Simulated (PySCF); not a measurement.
Gas-phase thermal properties of C3O2

Energies from PySCF (xtb for GFN2), thermal terms from the rigid-rotor harmonic-oscillator model, ideal gas at 1 bar. Table values come from the NASA 1993 polynomials. 6-31G* has spherical d functions here. All species are closed-shell singlets. B3LYP is the form with VWN-RPA correlation. The harmonic model lacks anharmonicity and excited electronic states, which grow with temperature; levels with a mode under 35 cm⁻¹ are left out. Soft modes under 120 cm⁻¹ make the harmonic entropy rough for C3O2. The table's entry may be an old estimate for C3O2 (not checked at source).

| level | point group | σ | ZPE (kJ/mol) | S°298 (J/mol/K) | Cp298 (J/mol/K) | S°1000 (J/mol/K) | H1000 − H298 (kJ/mol) |
|---|---|---|---|---|---|---|---|
| table | - | - | - | 276.8 | 67.4 | 377.5 | 60.5 |
| B3LYP/6-31G* | D∞h | 2 | 58.2 | 263.7 | 66.0 | 363.0 | 59.7 |
| GFN2-xTB | D∞h | 2 | 56.1 | 266.8 | 70.0 | 368.3 | 60.8 |
| HF/6-31G* | D∞h | 2 | 62.6 | 268.4 | 62.7 | 364.5 | 58.0 |
| PBE/def2-SVP | D∞h | 2 | 57.1 | 265.6 | 66.7 | 365.5 | 60.0 |
| PBE0/def2-TZVP | D∞h | 2 | 57.7 | 276.9 | 66.3 | 376.2 | 59.7 |
σ: rotational symmetry number. Electronic degeneracy used: 1. Frequencies are unscaled.
